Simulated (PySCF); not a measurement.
SiP and its ions

PBE0; basis Si aug-pcseg-1, P aug-pcseg-1; no relativity; PySCF 2.14. Neutral (UKS): doublet (π ↑), Re = 2.080 Å, ωe = 633 cm⁻¹, De = 3.57 eV, HOMO -6.90 eV, LUMO -4.77 eV.

SiP⁻ (UKS): singlet (closed shell), Re = 2.012 Å, ωe = 698 cm⁻¹, De = 5.03 eV to Si⁻ + P. The energies at the minima are -630.47787 hartree for SiP and -630.58631 for SiP⁻.

Work out the adiabatic electron affinity, without and with harmonic zero-point energies (1 hartree = 27.2114 eV, 1 eV = 8065.5 cm⁻¹), and the change of the bond length.

At PBE0: 0.10844 hartree = 2.951 eV between the minima; the zero-point term (633.0 − 698.0)/2 cm⁻¹ = -0.004 eV makes it 2.947 eV. Re changes by -6.8 pm against the neutral. The electron enters a π orbital; the charge polarises the partner, so the anion is bound more strongly.

For an ion De counts to the pair picked by the measured ionisation energies or electron affinities, which need not be the lowest pair at this level. States were picked by a PBE0 search and need not be the measured ground states.
